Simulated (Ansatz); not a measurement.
```yaml
crystal:
  periodic: [false, false, false]
  atoms:
    - {symbol: N, position_ang: [-1.486669, -0.364244, -0.002248]}
    - {symbol: Si, position_ang: [0.001501, 0.307284, 0.001506]}
    - {symbol: N, position_ang: [1.483040, -0.378753, -0.001393]}
    - {symbol: H, position_ang: [0.008609, 1.762698, 0.008637]}
basis:
  gaussian: {orbitals: def2-TZVP}
magnetization: {spin_polarized: true, initial_magnetization: 3}
hamiltonian: {xc: pbe0}
relax: {f_tol: 0.004, max_steps: 80}
```

```sh
$ ansatz run in.yaml --threads 1 --pin off --events-out ev --progress --plain --max-ram 2176MiB
```

Steps of the relaxation (energy above the last step; positions in Å, forces in eV/Å):

```
4
step 1, 160.8 meV
N    -1.487   -0.364   -0.002   -1.959   -1.089   -0.006
Si    0.002    0.307    0.002    0.008    1.667    0.008
N     1.483   -0.379   -0.001    1.948   -1.108   -0.005
H     0.009    1.763    0.009    0.003    0.530    0.003
```

```
4
step 2, 52.6 meV
N    -1.506   -0.382   -0.002   -0.959   -0.617   -0.003
Si    0.002    0.316    0.002    0.005    1.109    0.005
N     1.502   -0.397   -0.001    0.953   -0.627   -0.003
H     0.009    1.790    0.009    0.001    0.135    0.001
```

```
4
step 3, 4.4 meV
N    -1.520   -0.409   -0.002   -0.002   -0.101    0.000
Si    0.002    0.338    0.002    0.001    0.260    0.001
N     1.516   -0.424   -0.002    0.001   -0.101    0.000
H     0.009    1.822    0.009    0.000   -0.058    0.000
```

```
4
step 6, 0.0 meV
N    -1.501   -0.429   -0.003    0.000    0.000    0.000
Si    0.002    0.360    0.002    0.000    0.000    0.000
N     1.497   -0.444   -0.002    0.000    0.000    0.000
H     0.009    1.840    0.009    0.000    0.000    0.000
```

Close pairs at the end: Si2–H4 1.480 Å, Si2–N3 1.697 Å, N1–Si2 1.697 Å.

A stationary point of unrestricted PBE0 after 6 steps, with ⟨S²⟩ = 3.883 against 3.75 for a pure state; no frequencies were run, so it isn't proven a minimum. 25 s on 1 thread of Arm Neoverse V1, shared host.
